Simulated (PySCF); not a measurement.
Relaxed structures of CH₃AlO, closed shell (PBE0-D4/def2-TZVP; forces vanish, vibrations not checked; lower isomers may exist, and structures with a doubtful reference or unclear bonds are left out; Å). PySCF 2.14 with density fitting (its default auxiliary sets; JK sets also for MP2 and CCSD(T)); basis: def2-TZVPP; cores frozen in the correlated methods.

Question: Rank them by CCSD(T) energy, lowest first, and give each one's height above the lowest. Links in brackets join atoms within 1.22 times the sum of their covalent radii (1.1 for two metals). (An estimate is asked for; the value comes from the calculation.)
A.
a complex of CHAlO ([CH]1[O][Al]1) + H₂
```
6
angstrom
C 0.9506 0.2012 -1.0791
O 0.9502 -0.2837 0.0731
Al 0.7530 1.7031 0.2683
H -1.9195 0.3266 3.0522
H 1.0534 -0.5310 -1.9038
H -1.4161 0.8178 2.8005
```
B.
CH₃AlO ([CH2]1[O][AlH]1)
```
6
angstrom
C -0.0091 -0.3284 -0.7509
O 0.2230 -0.9657 0.5713
Al -0.0555 0.6980 0.8249
H -0.9016 -0.7094 -1.2481
H 0.8618 -0.3904 -1.4040
H -0.1349 1.7197 2.0117
```
C.
CH₃AlO ([CH2][Al][OH])
```
6
angstrom
C -0.1529 -0.3061 -1.3083
O 0.2485 0.4045 2.0308
Al 0.0881 -0.2373 0.4862
H -1.0762 -0.7812 -1.6426
H 0.7102 -0.6366 -1.8879
H 0.2103 1.3216 2.2965
```

Answer: Computed: C (0.00 kcal/mol), B (8.84 kcal/mol), A (35.35 kcal/mol). Heights count from the lowest.

T1 diagnostic: at most 0.019. The restricted Hartree–Fock reference is unstable towards an unrestricted one at one or more of these structures.

For scale, one of the runs: CCSD(T)/def2-TZVPP, 146 basis functions, launched by `OMP_NUM_THREADS=2 python run.py`. Hardware: 2 CPU threads of an INTEL XEON PLATINUM 8581C, shared host. Wall time 61 s; peak host memory 0.81 GiB.
